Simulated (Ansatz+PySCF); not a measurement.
The numbers below are computed, except where a source is named.
This PySCF input gave a total energy of -621.59336 hartree.

```python
from pyscf import gto, scf

mol = gto.M(atom="""
S 0.000000 0.000000 0.000000
O 1.556800 0.000000 0.000000
O -0.778400 1.348230 0.000000
O -0.778400 -1.348230 0.000000
""", basis='def2-svp', charge=0, spin=0)
mf = scf.UHF(mol)
mf.init_guess = '1e'
mf.kernel()
while True:  # follow internal instabilities
    mo, _, stable, _ = mf.stability(return_status=True)
    if stable: break
    mf.kernel(mf.make_rdm1(mo, mf.mo_occ))
print(mf.converged, mf.e_tot, mf.spin_square()[0])
```

Task: Write an input for Ansatz with the same method and basis set.

Result:

```yaml
crystal:
  periodic: [false, false, false]
  atoms:
    - { symbol: S, position_ang: [0.0, 0.0, 0.0] }
    - { symbol: O, position_ang: [1.5568, 0.0, 0.0] }
    - { symbol: O, position_ang: [-0.7784, 1.34823, 0.0] }
    - { symbol: O, position_ang: [-0.7784, -1.34823, 0.0] }
basis:
  gaussian: { orbitals: def2-SVP }
magnetization:
  spin_polarized: true
hamiltonian:
  xc: hf
```

Ansatz (development build ahead of 0.2.0) gave -621.59336 hartree, 0.16 meV from the first.
